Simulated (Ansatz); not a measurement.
## Ge$_{2}$Cl, doublet: reading a ladder of total energies

Geometry: a PBE0/def2-TZVP stationary point for this spin, not checked as a minimum.

| atom | x (Å) | y (Å) | z (Å) |
| --- | --- | --- | --- |
| Cl | 0.0000 | -1.6598 | 0.0000 |
| Ge | 0.0000 | 0.4051 | 1.2170 |
| Ge | 0.0000 | 0.4051 | -1.2170 |

Basis cc-pVDZ; Ansatz 0.2.0. Only valence electrons are correlated (noble-gas cores and the filled d shells of p-block atoms frozen), which leaves 15 electrons in 39 orbitals. R marks a restricted (for open shells ROHF) determinant, U an unrestricted one. No spin–orbit coupling is included, and no scalar relativity.

Full CI isn't at hand for all of this; UCCSDT(Q) serves as the reference, and is uncertain by the last step of the cluster series or more.

UCCSD has a T1 diagnostic of 0.019 and a largest doubles amplitude of 0.06.

Runs differ by some tens of microhartree through their thresholds and, for an open shell, their frozen cores, so steps under 0.03 kcal/mol mean nothing.

```json
{"level": "UHF", "total energy (hartree)": "-4610.180263"}
{"level": "UMP2", "total energy (hartree)": "-4610.451489"}
{"level": "UCCSD", "total energy (hartree)": "-4610.485367"}
{"level": "UCCSD(T)", "total energy (hartree)": "-4610.497124"}
{"level": "UCCSDT", "total energy (hartree)": "-4610.498540"}
{"level": "UCCSDT(Q)", "total energy (hartree)": "-4610.499640"}
```

**Question.** What is the correlation energy at UCCSDT(Q), and what share of it do UMP2 and UCCSD(T) recover?

**Answer.** E(corr) = -4610.499640 − (-4610.180263) = -0.319377 hartree = -8.691 eV. UMP2: -0.271226 / -0.319377 = 84.92 %. UCCSD(T): -0.316861 / -0.319377 = 99.21 %.

**Question.** By how many kcal/mol does UCCSD(T) miss UCCSDT(Q) (1 hartree = 627.509 kcal/mol), and which steps make up the rest?

**Answer.** -4610.497124 − (-4610.499640) = 0.002516 hartree = 1.58 kcal/mol. Steps: UCCSDT − UCCSD(T) = -0.89, UCCSDT(Q) − UCCSDT = -0.69 kcal/mol. Differences between like states or geometries often cancel part of this.
